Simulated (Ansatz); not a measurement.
```yaml
crystal:
  periodic: [false, false, false]
  atoms:
    - {symbol: Al, position_ang: [-2.210686, -0.128457, 0.000000]}
    - {symbol: Al, position_ang: [0.039914, 0.221543, 0.000000]}
    - {symbol: Si, position_ang: [2.197514, -0.128457, 0.000000]}
    - {symbol: H, position_ang: [-3.122686, 1.087543, 0.000000]}
basis:
  gaussian: {orbitals: def2-TZVP}
magnetization: {spin_polarized: true, initial_magnetization: 1}
hamiltonian: {xc: pbe0}
relax: {f_tol: 0.004, max_steps: 80}
```

```sh
$ ansatz run in.yaml --threads 1 --pin off --events-out ev --progress --plain --max-ram 2176MiB
```

Steps of the relaxation (energy above the last step; positions in Å, forces in eV/Å):

```
4
step 1, 626.5 meV
Al   -2.211   -0.128    0.000   -1.823   -0.967    0.000
Al    0.040    0.222    0.000    0.520    0.512    0.000
Si    2.198   -0.128    0.000    2.303   -0.333    0.000
H    -3.123    1.088    0.000   -1.000    0.788    0.000
```

```
4
step 2, 97.8 meV
Al   -2.305   -0.101    0.000   -0.579   -0.264    0.000
Al    0.122    0.198    0.000    0.381    0.096    0.000
Si    2.390   -0.155    0.000    0.593   -0.081    0.000
H    -3.304    1.110    0.000   -0.395    0.249    0.000
```

```
4
step 3, 2.1 meV
Al   -2.359   -0.056    0.000   -0.071   -0.008    0.000
Al    0.201    0.166    0.000    0.014    0.033    0.000
Si    2.517   -0.173    0.000    0.069   -0.022    0.000
H    -3.455    1.115    0.000   -0.012   -0.003    0.000
```

```
4
step 6, 0.2 meV
Al   -2.358   -0.053    0.000    0.007    0.008    0.000
Al    0.215    0.217    0.000    0.004   -0.002    0.000
Si    2.524   -0.209    0.000   -0.003   -0.001    0.000
H    -3.477    1.097    0.000   -0.008   -0.004    0.000
```

```
4
step 8, 0.1 meV
Al   -2.348   -0.035    0.000    0.010   -0.009    0.000
Al    0.223    0.228    0.000   -0.011    0.007    0.000
Si    2.528   -0.223    0.000   -0.003   -0.003    0.000
H    -3.499    1.082    0.000    0.004    0.004    0.000
```

```
4
step 10, 0.0 meV
Al   -2.346   -0.038    0.000    0.001    0.000    0.000
Al    0.223    0.240    0.000   -0.001    0.000    0.000
Si    2.524   -0.229    0.000    0.000    0.000    0.000
H    -3.497    1.079    0.000    0.000    0.000    0.000
```

Close pairs at the end: Al1–H4 1.604 Å, Al2–Si3 2.348 Å, Al1–Al2 2.583 Å.

A stationary point of unrestricted PBE0 after 10 steps, with ⟨S²⟩ = 1.665 against 0.75 for a pure state; no frequencies were run, so it isn't proven a minimum. 6.6 min on 1 thread of AMD EPYC 7R43, shared host.
